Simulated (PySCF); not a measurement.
O3.
SMILES: `O=[O+][O-]`

Level of theory: PySCF 2.14.0, PBE0-D3(BJ)/def2-SVP geometry optimisation, gas phase.

Masses are those of the commonest isotopes; rigid-rotor values at the optimised geometry. 

Q: What are A, B and C (cm⁻¹)?

A: Ia = 4.24, Ib = 36.00, Ic = 40.23 u·Å²; 505379 MHz·u·Å²/I gives 119316, 14039 and 12561 MHz, that is A = 3.97994, B = 0.46830, C = 0.41900 cm⁻¹.

Q: Classify the top.

A: A near-prolate asymmetric top: κ = (2 × 14039 − 119316 − 12561)/(119316 − 12561) = -0.97.

The dipole components are |μa| = 0.00 D, |μb| = 0.65 D, |μc| = 0.00 D. The nuclei that the symmetry axis exchanges have no spin, so part of the rotational levels is missing.

Q: Estimate the classical rotational partition function at 100 K and 200 K.

A: Point group C2v, symmetry number σ = 2; q = (√π/σ)·√((kT/h)³/(ABC)), k/h = 20836.6 MHz/K: 581 at 100 K, 1640 at 200 K.

Stationary, but not proved a minimum. Zero-point vibration and centrifugal distortion are left out.

Hardware: one thread, Arm Neoverse V2 (aarch64), shared host. Cost: 2.0 s, 0.25 GiB resident at most. That covers the optimisation of the geometry.
